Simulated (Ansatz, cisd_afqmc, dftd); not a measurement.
Reaction: CH3 (SMILES [CH3], doublet) → CH3- (SMILES [CH3-]) (an electron is taken up)
Each species at its own B3LYP-D3(BJ)/def2-TZVP minimum (Ansatz, a quantum-chemistry and plane-wave program).

Wanted: adiabatic electron affinity (electronic), positive where energy is released, in eV. Radicals and triplets start from unrestricted determinants; spin-orbit coupling is neglected. Correlated methods leave the cores frozen. Rows without X2C or -DK are non-relativistic. The Monte Carlo rows (phaseless AFQMC, CISD trial, step 0.005/hartree) carry one-sigma bars that omit the constraint's bias. Outlying blocks are dropped, and bars are widened where a walk drifts. Over all cases where full CI ran beside it in this data, AFQMC minus full CI had a median of +0.1 mEh and passed +0.4 mEh in a tenth of the cases. CBS(X,Y): correlation extrapolated as X^-3, Hartree-Fock from the larger set. A bracket is a step between two methods taken in the basis named. Functionals run without relativity, which enters their misses. Double hybrids freeze cores in their MP2 part. '+ core + X2C': CCSD(T) terms for core correlation (cc-pwCVTZ) and scalar relativity (cc-pVTZ-DK). def2-TZVPD holds few diffuse functions, which lowers the functionals' binding of the extra electron.

```csv
level,program,adiabatic electron affinity (eV)
HF/aug-cc-pVTZ,Ansatz,-1.52
HF/aug-cc-pVQZ,Ansatz,-1.52
PBE-D4/def2-TZVPD,Ansatz + dftd4,-0.07
PBE/def2-TZVPD,Ansatz,-0.09
B3LYP-D4/def2-TZVPD,Ansatz + dftd4,-0.08
B3LYP/def2-TZVPD,Ansatz,-0.11
CAM-B3LYP-D3(BJ)/def2-TZVPD,Ansatz + dftd3,…
B2PLYP-D3(BJ)/def2-TZVPD,Ansatz + dftd3,…
B2GP-PLYP/def2-TZVPD,Ansatz,-0.25
MP2/aug-cc-pVTZ,Ansatz,0.02
"MP2/CBS(aug-cc-pVTZ,aug-cc-pVQZ)",Ansatz,…
AFQMC/CISD/aug-cc-pVDZ,cisd_afqmc,-0.09 ± 0.01
"CCSD(T)/CBS(aug-cc-pVTZ,aug-cc-pVQZ) + [CCSDT(Q) - CCSD(T)]/aug-cc-pVTZ + [CCSDTQ - CCSDT(Q)]/aug-cc-pVDZ + core + X2C",Ansatz,0.01
```

Q: Complete the blanks.

A: 
- CAM-B3LYP-D3(BJ)/def2-TZVPD, adiabatic electron affinity (eV): -0.16
- B2PLYP-D3(BJ)/def2-TZVPD, adiabatic electron affinity (eV): -0.21
- MP2/CBS(aug-cc-pVTZ,aug-cc-pVQZ), adiabatic electron affinity (eV): 0.09
